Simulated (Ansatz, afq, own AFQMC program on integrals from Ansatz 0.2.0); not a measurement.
Two steps: Ansatz 0.2.0 writes the Fock matrix and Cholesky factors of the valence space, and afq projects on them the lowest state that overlaps trial and start.

```yaml
crystal:
  periodic: [false, false, false]
  atoms:
    - {symbol: Si, position_ang: [0.000000, 0.000000, 1.639800]}
    - {symbol: N, position_ang: [0.000000, 0.000000, -0.021300]}
    - {symbol: Si, position_ang: [0.000000, 0.000000, -1.618500]}
basis:
  gaussian: {orbitals: cc-pVDZ}
magnetization: {spin_polarized: true, initial_magnetization: 3}
correlation: {method: ccsd_t, electrons: outside_noble_gas, hamiltonian_folder: ham}
```

```sh
$ ansatz run in.yaml --threads 1 --pin off --events-out ev --progress --plain --max-ram 1843MiB
```

afq runs on the folder ham with

```
--method free --trial cisd --walkers 60 --time-step 0.03 --max-blocks 80 --target-error 0.00043 --factor-cut 1e-05 --seed 6303 --times 0,0.21,0.42,0.81,1.2,1.8,2.4,3 --taylor-order 8
```

Times are imaginary, in 1/Eh. The walk had a cap of 1687 s.

Log:

```
orbitals 39  electrons 8 5  factors 294 of 506
reference energy -632.18902135 Eh
CCSD correlation -0.30173315 Eh in 17 cycles, weight of the determinant in the CISD state 0.7952
repeat  energy at the last time / Eh  error
    10  -632.504094  0.002551
    20  -632.504419  0.001538
    30  -632.507894  0.001601
    40  -632.509094  0.001712
    50  -632.509445  0.001520
    60  -632.509338  0.001389
    70  -632.509066  0.001259
    80  -632.509726  0.001214
time / (1/Eh)  energy / Eh  error  mean overlap
  0.00  -632.490579  0.000486  1.2573
  0.21  -632.498067  0.000546  1.2497
  0.42  -632.501113  0.000665  1.2579
  0.81  -632.504865  0.000702  1.2695
  1.20  -632.507259  0.000832  1.2669
  1.80  -632.507886  0.000961  1.2735
  2.40  -632.509417  0.001072  1.2812
  3.00  -632.509726  0.001214  1.2628
energy -632.509726 +/- 0.001214 Eh
```

The run passed its tests (error under three times the target), which doesn't prove that it has relaxed.

Against this walk (error 33.0 meV) on the same determinant: CCSD(T) 68.1 meV higher, CCSDT(Q) 154.4 meV lower. The error is statistical, and a free projection of finite length keeps a remainder of its start. The determinant has ⟨S²⟩ = 3.87, so the low cluster orders mix in higher spin, and so can this walk. None of these is a sure reference here.

Cautions: remainder of the start not in the error; start is not spin pure; error above the target (33.0 against 11.7 meV); lower spins were not checked; higher spins were not checked; raised T1 diagnostic (T1 0.047, weight of the determinant 0.80, largest double 0.08); unrestricted determinant spin contaminated (⟨S²⟩ 3.87 against 3.75).

The walk took 4.5 min on 1 thread of Arm Neoverse V2 (shared host). The log's last line is the free-projection energy.

CCSDT and higher add their correlation energy to the determinant of the CCSD(T) run, since their own runs factorise the integrals more tightly (a shift of under 2 meV). A walk keeps the symmetry of its determinant, which the program's search chose and which needn't be the lowest solution, so a lower state of the same spin and another symmetry isn't excluded.
